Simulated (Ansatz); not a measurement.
Two shapes of singlet LiH2O(+).

Shape 1:

```xyz
4

Li    0.0000    0.0000   -1.4887
O     0.0000    0.0000    0.3286
H     0.0000    0.7683    0.9186
H     0.0000   -0.7683    0.9186
```

Shape 2:

```xyz
4

Li    0.0000    0.0000   -1.3696
O     0.0000    0.0000    0.3023
H     0.0000    0.7068    0.8451
H     0.0000   -0.7068    0.8451
```

Basis set: 6-31G* (spherical functions). Left uncorrelated: 1 orbital. Charge 1, multiplicity 1.

Computed with Ansatz (development build ahead of 0.2.0); each method stands on the lowest determinant of its kind that the runs found.

(1) Which shape is lower in energy, and by how much in each method?

Results:

(1)

```
 method  E(2) − E(1) (eV)
    RHF             0.415
RHF-MP2             0.596
```

Shape 1 is lower.
